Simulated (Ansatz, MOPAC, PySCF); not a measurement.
Noncovalent pair: HF (SMILES F) (first 2 atoms) with HF (SMILES F); geometry from NCB31 set.
(charge 0, multiplicity 1):
```xyz
4

F      1.324    -0.090     0.000
H      1.740     0.733     0.000
F     -1.457     0.019     0.000
H     -0.539    -0.095     0.000
```

```tsv
level	interaction energy (kcal/mol)	minus CCSD(T)/CBS(aug-cc-pVTZ, aug-cc-pVQZ)	cost
AM1	-2.47	2.14	-
PBE-D4/def2-TZVPPD	-4.74	-0.14	×1
BLYP-D3(BJ)/def2-TZVPPD	-4.33	0.27	×1
r2SCAN-D4/def2-TZVPPD	-4.94	-0.34	×2
B3LYP/def2-TZVPPD	-4.35	0.25	×1
BHLYP-D4/def2-TZVPPD	-5.07	-0.46	×1
CAM-B3LYP/def2-TZVPPD	-5.01	-0.40	×2
B2PLYP/def2-TZVPPD	-4.40	0.20	×2
MP2/6-31G* (no counterpoise)	-7.24	-2.63	-
SCS-MP2/aug-cc-pVQZ	-4.08	0.52	-
CCSD/aug-cc-pVTZ	-4.19	0.41	-
CCSD(T)/aug-cc-pVTZ	-4.32	0.28	×20
CCSD(T)/aug-cc-pVQZ	-4.52	0.09	×1000*
CCSD(T)/CBS(aug-cc-pVTZ, aug-cc-pVQZ)	-4.61	0.00	×1000*
```

 The comparison column counts from a level with limits of its own.

The rows run from -7.24 (MP2/6-31G* (no counterpoise)) to -2.47 kcal/mol (AM1). From aug-cc-pVTZ to aug-cc-pVQZ CCSD(T) changes by -0.19. The 3 functionals in def2-TZVPPD without D3 or D4 span 0.65, from CAM-B3LYP to B3LYP.

Monomers are frozen at their geometry in the pair; levels with a basis set take the counterpoise correction. Rows marked so take none.

Frozen-core correlation. CBS(a, b) extrapolates the correlation energy as X⁻³ and adds the Hartree–Fock energy of set b. Rows in 6-31G* carry no dispersion term and start afresh at each structure (6-31G* with six Cartesian d functions). MP2/6-31G* freezes PySCF's default core. The state that AM1 reach isn't checked.

The values were computed with Ansatz (Gaussian basis) for Hartree–Fock, density functionals and correlated methods; MOPAC for AM1 (differences of heats of formation); PySCF for 6-31G* rows, the dispersion terms. Each number belongs to the level named beside it.

Costs are rough ratios of core time to PBE/def2-TZVPPD (about 1.5 s over the structures, on one shared machine); a dash marks a level with no comparable run of its own. A star marks coupled-cluster runs past 200 virtual orbitals, where the program's memory plan changes under this machine's limit, so their costs aren't comparable with smaller runs.

Ansatz is an electronic-structure program.
